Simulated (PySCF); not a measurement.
One entry of a table of gas-phase calculations, keyed by method. Lists by class give the value and the number of equivalent atoms.

```json
{
 "formula": "C5H12O",
 "smiles": "CCC(O)CC",
 "inchi": "InChI=1S/C5H12O/c1-3-5(6)4-2/h5-6H,3-4H2,1-2H3",
 "charge": 0,
 "multiplicity": 1,
 "geometry_level": "PBE0-D3(BJ)/def2-SVP",
 "electronic_structure_code": "PySCF",
 "results": {
  "PBE0-D3(BJ)/def2-SVP geometry optimisation, gas phase": {
   "point_group": "Cs",
   "rotational_constants_GHz": [7.412, 1.905, 1.661]
  },
  "PBE0/pcSseg-1 ground state and GIAO shieldings, non-relativistic": {
   "dipole_D": 1.56,
   "homo_eV": -7.74,
   "lumo_eV": 1.25,
   "shift_vs_computed_TMS_C_by_class_ppm": [
    [75.1, 1],
    [36.1, 2],
    [12.7, 2]
   ],
   "shift_vs_computed_TMS_H_by_class_ppm": [
    [2.84, 1],
    [1.34, 2],
    [1.15, 6],
    [0.76, 2],
    [-1.7, 1]
   ],
   "shielding_other_nuclei_by_class_ppm": [
    ["O", 280.0, 1]
   ]
  },
  "B3LYP/pcJ-1 indirect spin-spin coupling, non-relativistic, gas phase; spin–dipole term left out": {
   "largest_one_bond_couplings_by_class_Hz": [
    ["13C–1H", 144.6, 1],
    ["13C–1H", 132.8, 6],
    ["13C–1H", 129.4, 2],
    ["13C–1H", 126.1, 2],
    ["17O–1H", -68.9, 1],
    ["13C–13C", 38.5, 2],
    ["13C–13C", 38.2, 2],
    ["17O–13C", 20.5, 1]
   ]
  }
 }
}
```

The dipole equals about 5.2 × 10⁻³⁰ C·m (1 D = 3.33564 × 10⁻³⁰ C·m). The rotational constants make it an asymmetric top with κ = (2B − A − C)/(A − C) = -0.92, nearer the prolate limit (−1). A dipole of 1.56 D is allowed in Cs, and pure rotational transitions are dipole-allowed. With B = h/(8π²I), that is 505.379 GHz u Å² over I, the principal moments of inertia are 68.2, 265.3 and 304.3 u Å² (most abundant isotopes); the inertial defect Ic − Ia − Ib is -29.2 u Å² (zero for a rigid planar frame, negative otherwise).

 NMR classes are plain means over equivalent atoms (diastereotopic ones count apart unless rotation or inversion swaps them), as if these changed places fast; in this geometry the members of some classes differ.

The values belong to the conformer `[CH3:1][CH2:2][CH:3]([OH:4])[CH2:5][CH3:6]`: C1–C2–C3–O4 -57°, C2–C3–C5–C6 -177°, H–O4–C3–C2 -62°.
